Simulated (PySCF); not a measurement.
# A diatomic session: CN

Aim: find the lowest electronic state of CN, scan its bond at several levels of theory, and get bond length, wavenumber and dissociation energy from each curve.

Computed with PySCF 2.14.0. Level: C def2-TZVPPD, N def2-TZVPPD, no relativity.

## (1) The job

A driver script around PySCF takes these settings:

```yaml
atoms: C, N
charge: 0
basis: C def2-TZVPPD, N def2-TZVPPD
Hamiltonian: no relativity
basis_functions: 74
electrons_treated: 13
masses_in_u: 12.0000, 14.0031
levels: PBE0, PBE, r²SCAN, MN15, TPSS, M06-L, PW91, r²SCAN0, CAM-B3LYP, HF, MP2, SCS-MP2, CCSD, CCSD(T)
grid: 80 radial by 434 angular points
occupations: held fixed by the projection of orbital angular momentum
dissociation_limit: C + N, each in its ground configuration
starting_distance_in_angstrom: 1.365
values_of_2S_to_try: 1, 3, 5
```

Run with:

```console
$ OMP_NUM_THREADS=1 python dia.py task.json out
```

The runs that follow: PBE0 along the bond; Excited determinants; PBE (GGA); r²SCAN; MN15; TPSS (meta-GGA); M06-L (meta-GGA); PW91; r²SCAN0 (hybrid meta-GGA); CAM-B3LYP (range-separated hybrid); ROHF; Correlated methods on the Hartree–Fock reference.

Q: Predict the outcome of this session. Wanted: for each run, Re; ωe; De; μ.

The runs gave:

Lowest PBE0 solution found, without spin–orbit coupling: ²Σ⁺ (doublet), unpaired electrons σ ↑. State 2 has its PBE0 minimum 0.96 eV higher. State 3 has its PBE0 minimum 5.06 eV higher. State 4 has its PBE0 minimum 7.26 eV higher. The other levels ran on the lowest alone.

```tsv
level	Re (Å)	ωe (cm⁻¹)	De (eV)	μ (D)
ROHF	1.128	2456	3.79	-2.32
ROHF-MP2	1.192	1810	7.87	n/a
ROHF-SCS-MP2	1.186	1868	7.75	n/a
ROHF-CCSD	1.168	2141	7.03	n/a
ROHF-CCSD(T)	1.178	2055	7.45	n/a
PBE	1.174	2093	8.56	-1.15
PW91	1.173	2097	8.53	-1.16
TPSS	1.172	2095	7.93	-1.20
r²SCAN	1.165	2149	7.72	-1.43
M06-L	1.163	2164	8.01	-1.46
PBE0	1.160	2184	7.74	-1.50
r²SCAN0	1.154	2221	7.14	-1.72
MN15	1.159	2194	7.64	-1.75
CAM-B3LYP	1.155	2202	7.64	-1.57
```

De is counted to C + N in their ground configurations. A positive dipole means C(−)N(+).

In words: The methods spread over 0.063 Å in bond length, from ROHF to ROHF-MP2. Of the levels with a De here, ROHF gives the least (3.79 eV) and PBE the most (8.56 eV).

Correlated steps freeze 2 core orbitals. T1 is 0.057 near the minimum (highest on the curve 0.057), which may point to more than one leading configuration.
